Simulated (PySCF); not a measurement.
# CH6AlN: magnetic properties

Wanted: magnetic properties for CH6AlN (`C[NH][AlH2]`).

Computed with PySCF 2.14.0 and routines of our own; the level stands in each step. Atoms count from 0.

### 1 The system as given

9 atoms, charge 0, multiplicity 1; geometry from: GFN2-xTB.

### 2 Magnetic properties: GIAO KT3/pcSseg-1

Job settings and geometry (Å):

```
{"job": {"kind": "mag", "xc": "KT3", "basis": "pcSseg-1", "isotopologues": 4}, "charge": 0, "multiplicity": 1}
C     -1.237162    -0.450951     0.025844
N     -0.114153     0.434989    -0.291141
Al     1.618041     0.338289     0.125826
H     -1.673203    -0.881453    -0.880688
H     -2.023787     0.079760     0.569680
H     -0.875435    -1.264154     0.654184
H     -0.469111     1.205604    -0.854120
H      2.671038    -0.014735    -0.943139
H      2.117333     0.558646     1.568375
```

With the program's defaults for keys left out, this is: GIAO KT3/pcSseg-1 magnetisability, rotational g tensor and spin-rotation constants, non-relativistic, gas phase.

The run is started by

```bash
OMP_NUM_THREADS=1 python excited_run.py task.json out
```

This one command runs all jobs of the session in turn.

The program printed:

```text
coarse grid: 7496 points
cycle   1  E = -342.2981340214  dE = -3.752e-03  |g| = 5.513e-01  |ddm| = 2.566e+00
cycle   2  E = -341.7092759879  dE =  5.889e-01  |g| = 1.453e+00  |ddm| = 1.910e+00
cycle   3  E = -342.3666406636  dE = -6.574e-01  |g| = 1.726e-01  |ddm| = 1.707e+00
cycle   4  E = -342.3752333269  dE = -8.593e-03  |g| = 6.731e-02  |ddm| = 2.780e-01
cycle   5  E = -342.3761571920  dE = -9.239e-04  |g| = 3.051e-02  |ddm| = 7.376e-02
cycle   6  E = -342.3764006375  dE = -2.434e-04  |g| = 2.676e-03  |ddm| = 2.641e-02
cycle   7  E = -342.3764022769  dE = -1.639e-06  |g| = 7.920e-04  |ddm| = 3.860e-03
final grid: 66328 points
cycle   8  E = -342.3843037552  dE = -9.696e-05  |g| = 1.062e-02  |ddm| = 2.175e-02
cycle   9  E = -342.3842889926  dE =  1.476e-05  |g| = 1.153e-02  |ddm| = 1.501e-02
cycle  10  E = -342.3843096757  dE = -2.068e-05  |g| = 4.903e-03  |ddm| = 1.419e-02
cycle  11  E = -342.3843150330  dE = -5.357e-06  |g| = 1.750e-04  |ddm| = 4.685e-03
cycle  12  E = -342.3843150417  dE = -8.702e-09  |g| = 4.332e-05  |ddm| = 3.110e-04
cycle  13  E = -342.3843150421  dE = -4.396e-10  |g| = 1.569e-05  |ddm| = 5.013e-05
converged SCF energy = -342.3843150421

Magnetisability tensor (1e-30 J/T^2)
     -562.04      -64.18       49.58
      -64.18     -537.03        3.98
       49.58        3.98     -535.80
isotropic -544.96   principal values    -633.05   -532.41   -469.41
isotropic susceptibility -32.818 1e-6 cm^3/mol

Inertial axes            a          b          c
rot. const./GHz     37.5233     4.7837     4.5879
chi total           -34.955    -31.621    -31.878
chi diamagnetic     -95.754   -327.473   -334.002
chi paramagnetic     60.799    295.852    302.123
quadrupole/D A       -1.611      4.766     -3.155
g nuclear            0.8453     0.6201     0.6188
g electronic        -1.0718    -0.6649    -0.6512
g total             -0.2265    -0.0448    -0.0324

Spin-rotation constants (kHz, H = +C I.J)
atom  isotope        aa         bb         cc
  1    14N        1.847      0.162      0.181
  2   27Al       29.701      3.079      2.889
  3     1H       -2.408     -0.347     -0.068
  4     1H       -2.205     -0.441     -0.005
  5     1H       -3.458      0.160     -0.489
  6     1H       -4.371      0.026     -0.574
  7     1H       -1.438     -0.298     -0.050
  8     1H       -1.923     -0.149     -0.127
  0    13C*       5.903      0.871      0.752
* in the singly substituted isotopologue

Isotopologues: g along a, b, c
2H    at 3,4,5,6,7,8       -0.1340    -0.0335    -0.0287
13C   at 0                 -0.2245    -0.0438    -0.0315
15N   at 1                 -0.2235    -0.0449    -0.0321
2H    at 3                 -0.2147    -0.0419    -0.0314
```

Run time: 7.8 s. Hardware: 1 thread of Arm Neoverse V1, shared host; peak memory 0.48 GiB.

From this job:

| quantity | value |
| --- | --- |
| magnetisability | -545·10⁻³⁰ J/T² |
| molar susceptibility | -32.8·10⁻⁶ cm³/mol |
| rotational g (a, b, c) | -0.2265, -0.0448, -0.0324 |

Orbitals, density, ELF and potential are computed afterwards from the orbital file.

Frontier orbitals at KT3/pcSseg-1, with the share of their density that lies nearest to each atom:

| orbital | energy (eV) | lies on |
| --- | --- | --- |
| HOMO | -4.99 | N1 64 %; H6 8 % |
| LUMO | -1.97 | Al2 45 %; H7, H8 about 17 % each; H5, H6 about 7 % each |

ELF in a plane through or near 3 of the atoms.

Values, 10 rows by 14 columns:
```
0.00 0.00 0.00 0.00 0.00 0.00 0.00 0.00 0.00 0.00 0.00 0.00 0.00 0.00
0.00 0.00 0.00 0.09 0.21 0.04 0.00 0.00 0.00 0.00 0.00 0.00 0.00 0.00
0.00 0.00 0.41 0.99 1.00 0.91 0.01 0.00 0.00 0.01 0.00 0.00 0.00 0.00
0.00 0.00 0.90 1.00 1.00 0.95 0.05 0.02 0.07 0.46 0.66 0.03 0.00 0.00
0.00 0.00 0.21 0.86 0.37 0.09 0.69 0.50 0.44 0.98 0.97 0.23 0.00 0.00
0.00 0.00 0.14 0.27 0.32 0.50 0.88 0.32 0.73 0.71 0.42 0.03 0.00 0.00
0.00 0.00 0.57 0.95 0.66 0.14 0.66 0.82 0.23 0.16 0.10 0.01 0.00 0.00
0.00 0.00 0.16 0.75 0.49 0.03 0.12 0.36 0.08 0.00 0.01 0.00 0.00 0.00
0.00 0.00 0.00 0.01 0.01 0.00 0.00 0.01 0.00 0.00 0.00 0.00 0.00 0.00
0.00 0.00 0.00 0.00 0.00 0.00 0.00 0.00 0.00 0.00 0.00 0.00 0.00 0.00
```
The map spans 10.3 Å across and 7.9 Å up, centred on the molecule. Atoms in the plane (x, y in Å): N1 (0.0, -0.4), H4 (1.9, 0.6), H8 (-2.3, 1.4).

On the surface of density 0.002 e/bohr³ the electrostatic potential runs, from the 1st to the 99th percentile, from -0.85 V near N1 to 3.25 V near Al2.

### 3 Magnetic properties: GIAO OPBE/pcSseg-1

The job, as its differences from that of step 2:

```diff
@@ -1,2 +1,2 @@
-{"job": {"kind": "mag", "xc": "KT3", "basis": "pcSseg-1", "isotopologues": 4}, "charge": 0, "multiplicity": 1}
+{"job": {"kind": "mag", "xc": "OPBE", "basis": "pcSseg-1", "scf": {"guess": "atom"}}, "charge": 0, "multiplicity": 1}
 C     -1.237162    -0.450951     0.025844
```

With the program's defaults for keys left out, this is: GIAO OPBE/pcSseg-1 magnetisability, rotational g tensor and spin-rotation constants, non-relativistic, gas phase.

The program printed:

```text
final grid: 66328 points
cycle   1  E = -338.4313459192  dE =  4.992e-01  |g| = 1.196e+00  |ddm| = 2.737e+00
cycle   2  E = -336.4585946716  dE =  1.973e+00  |g| = 2.418e+00  |ddm| = 3.221e+00
cycle   3  E = -338.7036544074  dE = -2.245e+00  |g| = 4.861e-01  |ddm| = 3.005e+00
cycle   4  E = -338.7584453944  dE = -5.479e-02  |g| = 2.235e-01  |ddm| = 6.216e-01
cycle   5  E = -338.7696991688  dE = -1.125e-02  |g| = 8.147e-02  |ddm| = 2.290e-01
cycle   6  E = -338.7713292451  dE = -1.630e-03  |g| = 8.107e-03  |ddm| = 7.332e-02
cycle   7  E = -338.7713448084  dE = -1.556e-05  |g| = 2.378e-03  |ddm| = 1.081e-02
cycle   8  E = -338.7713463926  dE = -1.584e-06  |g| = 2.468e-04  |ddm| = 3.121e-03
cycle   9  E = -338.7713464120  dE = -1.938e-08  |g| = 5.355e-05  |ddm| = 3.984e-04
cycle  10  E = -338.7713464127  dE = -6.899e-10  |g| = 9.015e-06  |ddm| = 6.781e-05
converged SCF energy = -338.7713464127

Magnetisability tensor (1e-30 J/T^2)
     -573.87      -61.98       46.85
      -61.98     -550.79        3.87
       46.85        3.87     -549.21
isotropic -557.96   principal values    -642.23   -546.06   -485.57
isotropic susceptibility -33.601 1e-6 cm^3/mol

Inertial axes            a          b          c
rot. const./GHz     37.5233     4.7837     4.5879
chi total           -35.641    -32.471    -32.691
chi diamagnetic     -95.731   -327.595   -334.025
chi paramagnetic     60.090    295.124    301.334
quadrupole/D A       -1.720      4.904     -3.184
g nuclear            0.8453     0.6201     0.6188
g electronic        -1.0593    -0.6633    -0.6495
g total             -0.2140    -0.0432    -0.0307

Spin-rotation constants (kHz, H = +C I.J)
atom  isotope        aa         bb         cc
  1    14N        1.722      0.141      0.168
  2   27Al       29.694      3.108      2.915
  3     1H       -2.458     -0.349     -0.074
  4     1H       -2.255     -0.442     -0.010
  5     1H       -3.473      0.150     -0.488
  6     1H       -4.316      0.007     -0.572
  7     1H       -1.442     -0.298     -0.050
  8     1H       -1.945     -0.149     -0.128
  0    13C*       5.660      0.840      0.720
* in the singly substituted isotopologue
```

It took 5.1 s on 1 thread of Arm Neoverse V1, shared host; peak memory 0.49 GiB.

In short:

| quantity | value |
| --- | --- |
| magnetisability | -558·10⁻³⁰ J/T² |
| molar susceptibility | -33.6·10⁻⁶ cm³/mol |
| rotational g (a, b, c) | -0.2140, -0.0432, -0.0307 |

### 4 Magnetic properties: GIAO wB97X-D/ANO-RCC-VDZP

The job, as its differences from that of step 3:

```diff
@@ -1,2 +1,2 @@
-{"job": {"kind": "mag", "xc": "OPBE", "basis": "pcSseg-1", "scf": {"guess": "atom"}}, "charge": 0, "multiplicity": 1}
+{"job": {"kind": "mag", "xc": "wB97X-D", "basis": "ANO-RCC-VDZP"}, "charge": 0, "multiplicity": 1}
 C     -1.237162    -0.450951     0.025844
```

Method: GIAO wB97X-D/ANO-RCC-VDZP magnetisability, rotational g tensor and spin-rotation constants, non-relativistic, gas phase.

The program printed:

```text
coarse grid: 7496 points
cycle   1  E = -338.7553326764  dE =  4.012e-04  |g| = 4.201e-01  |ddm| = 3.714e+00
cycle   2  E = -338.7567680169  dE = -1.435e-03  |g| = 4.414e-01  |ddm| = 7.783e-01
cycle   3  E = -338.7981496105  dE = -4.138e-02  |g| = 2.709e-02  |ddm| = 3.601e-01
cycle   4  E = -338.7984399618  dE = -2.904e-04  |g| = 8.353e-03  |ddm| = 4.783e-02
cycle   5  E = -338.7984641755  dE = -2.421e-05  |g| = 2.463e-03  |ddm| = 1.316e-02
cycle   6  E = -338.7984677732  dE = -3.598e-06  |g| = 9.882e-04  |ddm| = 4.826e-03
final grid: 66328 points
cycle   7  E = -338.7987419006  dE = -3.445e-05  |g| = 4.654e-03  |ddm| = 1.838e-02
cycle   8  E = -338.7987418372  dE =  6.332e-08  |g| = 5.047e-03  |ddm| = 7.523e-03
cycle   9  E = -338.7987471554  dE = -5.318e-06  |g| = 2.890e-04  |ddm| = 3.699e-03
cycle  10  E = -338.7987471874  dE = -3.200e-08  |g| = 1.687e-04  |ddm| = 5.715e-04
cycle  11  E = -338.7987471973  dE = -9.924e-09  |g| = 3.221e-05  |ddm| = 2.201e-04
cycle  12  E = -338.7987471987  dE = -1.396e-09  |g| = 1.435e-05  |ddm| = 1.210e-04
cycle  13  E = -338.7987471992  dE = -4.646e-10  |g| = 4.319e-06  |ddm| = 9.285e-05
converged SCF energy = -338.7987471992

Magnetisability tensor (1e-30 J/T^2)
     -587.53      -63.57       46.09
      -63.57     -572.23        5.85
       46.09        5.85     -559.23
isotropic -572.99   principal values    -659.35   -558.24   -501.39
isotropic susceptibility -34.507 1e-6 cm^3/mol

Inertial axes            a          b          c
rot. const./GHz     37.5233     4.7837     4.5879
chi total           -36.525    -33.510    -33.485
chi diamagnetic     -96.028   -327.726   -334.468
chi paramagnetic     59.503    294.216    300.983
quadrupole/D A       -1.708      4.633     -2.925
g nuclear            0.8453     0.6201     0.6188
g electronic        -1.0489    -0.6612    -0.6487
g total             -0.2037    -0.0411    -0.0299

Spin-rotation constants (kHz, H = +C I.J)
atom  isotope        aa         bb         cc
  1    14N        1.684      0.157      0.167
  2   27Al       35.321      3.838      3.391
  3     1H       -2.481     -0.369     -0.086
  4     1H       -2.278     -0.462     -0.024
  5     1H       -3.575      0.142     -0.493
  6     1H       -4.329     -0.016     -0.578
  7     1H       -1.505     -0.312     -0.056
  8     1H       -2.052     -0.157     -0.132
  0    13C*       5.358      0.779      0.696
* in the singly substituted isotopologue
```

It took 9.6 s on 1 thread of Arm Neoverse V1, shared host; peak memory 0.5 GiB.

Key values:

| quantity | value |
| --- | --- |
| magnetisability | -573·10⁻³⁰ J/T² |
| molar susceptibility | -34.5·10⁻⁶ cm³/mol |
| rotational g (a, b, c) | -0.2037, -0.0411, -0.0299 |

### 5 The levels compared

| level | ξ (10⁻³⁰ J/T²) | g(a) | g(b) | gap (eV) | functions | time |
| --- | --- | --- | --- | --- | --- | --- |
| GIAO KT3/pcSseg-1 | -545 | -0.2265 | -0.0448 | 3.02 | 88 | 7.8 s |
| GIAO OPBE/pcSseg-1 | -558 | -0.2140 | -0.0432 | 3.17 | 88 | 5.1 s |
| GIAO wB97X-D/ANO-RCC-VDZP | -573 | -0.2037 | -0.0411 | 8.67 | 76 | 9.6 s |

### 6 Results

| quantity | value |
| --- | --- |
| magnetisability (step 2, GIAO KT3/pcSseg-1) | -545·10⁻³⁰ J/T² |
| molar susceptibility (step 2, GIAO KT3/pcSseg-1) | -32.8·10⁻⁶ cm³/mol |
| rotational g (a, b, c) (step 2, GIAO KT3/pcSseg-1) | -0.2265, -0.0448, -0.0324 |
| surface potential, 1st and 99th percentile | -0.85 V and 3.25 V |
| magnetisability over the levels | -573 to -545·10⁻³⁰ J/T² |

What this shows: At KT3/pcSseg-1, counted by nearest atom on the grid, the HOMO lies on N1 64 %; H6 8 %, the LUMO on Al2 45 %; H7, H8 about 17 % each. The geometry comes from tight binding, which is rough for metal atoms, and these values hang on it. The magnetisability spreads by 5.0 % over 3 levels, from GIAO wB97X-D/ANO-RCC-VDZP (9.6 s) to GIAO KT3/pcSseg-1 (7.8 s); the runs took 5.1 s to 9.6 s. Vibrational averaging and real surroundings are missing from these values.
